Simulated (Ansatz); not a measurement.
# C2H2ClNO: one species, many methods

One table from this session's results is given with a row withheld; the runs are named, their logs left out.

Method: functionals in def2-TZVPP, the program's frozen cores in correlated methods; program: Ansatz 0.2.0, Gaussian basis.

The runs, in order: LDA (SPW92), PBE-D4, revPBE-D4, BLYP-D4, r2SCAN-D4, B97M-V, PBE0-D4, B3LYP-D4, r2SCANh-D4, r2SCAN0-D4, HSE06-D4, BHLYP-D4, CAM-B3LYP-D4, LC-ωPBE, ωB97X-V, ωB97M-V, B2PLYP, PBE-QIDH; CCSD(T)/def2-SVP; CCSD(T)/def2-TZVPP; MP2/def2-QZVPP; extrapolation to the limit; RPA on PBE.

## The relaxed structure

All runs share one geometry, relaxed beforehand with PBE0-D4 in a triple-zeta def2 set.

SMILES `N=C(Cl)C=O`, 7 atoms, charge 0, spin multiplicity 1.

Atoms are counted from 1 here; the program's logs count them from 0.

Bond lengths: N1–C2 1.252 Å, N1–H6 1.018 Å, C2–Cl3 1.734 Å, C2–C4 1.507 Å, C4–O5 1.193 Å, C4–H7 1.106 Å. Angles: C2–N1–H6 113.5°, N1–C2–Cl3 126.4°, N1–C2–C4 118.2°, Cl3–C2–C4 115.4°, C2–C4–O5 124.4°, C2–C4–H7 111.7°, O5–C4–H7 124.0°.

The first run:

The input, in.yaml:

```yaml
crystal:
  periodic: [false, false, false]
  atoms:
    - {symbol: N, position_ang: [-0.829271, 0.990237, 0.522741]}
    - {symbol: C, position_ang: [-0.020105, 0.045280, 0.377976]}
    - {symbol: Cl, position_ang: [0.788534, -0.819850, 1.644436]}
    - {symbol: C, position_ang: [0.303620, -0.408128, -1.022194]}
    - {symbol: O, position_ang: [1.056667, -1.294991, -1.285910]}
    - {symbol: H, position_ang: [-0.994711, 1.236430, 1.496841]}
    - {symbol: H, position_ang: [-0.243533, 0.183022, -1.779489]}
basis:
  gaussian: {orbitals: def2-TZVPP}
hamiltonian: {xc: lda}
output: {orbitals: {seedname: orbitals}}
```

Steps of the session up to this table: LDA; PBE-D4 (GGA); revPBE-D4 (GGA); BLYP-D4 (GGA); r2SCAN-D4 (meta-GGA); B97M-V (meta-GGA); PBE0-D4 (hybrid); B3LYP-D4 (hybrid); r2SCANh-D4 (hybrid); r2SCAN0-D4 (hybrid); HSE06-D4 (hybrid); BHLYP-D4 (hybrid); CAM-B3LYP-D4 (range-separated); LC-ωPBE (range-separated); ωB97X-V (range-separated); ωB97M-V (range-separated); B2PLYP (double hybrid); PBE-QIDH (double hybrid).

One of the session's tables, all rows but one given; the rest of the session is left out.

It belongs to the step «Orbital energies across the functionals». 

| functional | HOMO (eV) | LUMO (eV) | gap (eV) |
| --- | --- | --- | --- |
| LDA (SPW92) | -6.82 | -4.00 | 2.83 |
| PBE-D4 | -6.68 | -3.72 | 2.96 |
| revPBE-D4 | -6.61 | -3.62 | 2.99 |
| BLYP-D4 | -6.60 | -3.58 | 3.02 |
| r2SCAN-D4 | ? | ? | ? |
| B97M-V | -7.19 | -3.46 | 3.73 |
| PBE0-D4 | -8.30 | -2.68 | 5.63 |
| B3LYP-D4 | -8.06 | -2.91 | 5.15 |
| r2SCANh-D4 | -7.64 | -3.23 | 4.41 |
| r2SCAN0-D4 | -8.55 | -2.63 | 5.92 |
| HSE06-D4 | -7.89 | -3.06 | 4.83 |
| BHLYP-D4 | -9.87 | -1.48 | 8.39 |
| CAM-B3LYP-D4 | -9.76 | -1.47 | 8.29 |
| LC-ωPBE | -11.04 | -0.27 | 10.77 |
| ωB97X-V | -10.74 | -0.32 | 10.42 |
| ωB97M-V | -10.66 | -0.35 | 10.31 |

**Question.** Estimate the row for r2SCAN-D4.

Worked estimate for «HOMO (eV)». Against the share of exact exchange, r2SCANh-D4 (0.1, -7.64), r2SCAN0-D4 (0.25, -8.55) give a slope of -6.07 per unit share; at 0 the line stands at -7.03.

As computed: HOMO (eV): -7.03; LUMO (eV): -3.62; gap (eV): 3.41. In «HOMO (eV)» the line misses by 0.00.
